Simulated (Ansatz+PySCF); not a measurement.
Values are calculated unless marked as measured or tabulated.
Input for Ansatz (development build ahead of 0.2.0):

```yaml
crystal:
  periodic: [false, false, false]
  atoms:
    - { symbol: C, position_ang: [-0.00283, -0.00308, -0.63078] }
    - { symbol: C, position_ang: [-0.00225, -0.00906, 0.61812] }
    - { symbol: H, position_ang: [-0.00359, -0.00873, 1.70464] }
    - { symbol: H, position_ang: [0.00685, -0.00578, -1.70576] }
basis:
  gaussian: { orbitals: cc-pVTZ }
total_charge: 1
magnetization:
  initial_magnetization: 1
hamiltonian:
  xc: hf
correlation:
  method: mp2
  frozen_orbitals: { C: 1, H: 0 }
output:
  forces: true
```

The input is written out in the form of the current development build from the run's settings. Correlation on restricted open-shell orbitals is semicanonical, with singles.

Output:

```yaml
Converged: yes
Reference_energy: -76.48686 hartree
Correlation_energy: -0.25138 hartree
Total_energy: -76.73824 hartree
Spin_squared_of_the_determinant: 0.750
Stability_test: minimum among restricted orbitals
```

Forces (eV/Å):
```csv
atom,Fx,Fy,Fz
C1,0.021,-0.015,-0.295
C2,-0.006,0.011,0.714
H3,-0.002,-0.003,-0.351
H4,-0.013,0.008,-0.067
```

Caution: MP2 on this radical cation hangs on the determinant chosen.
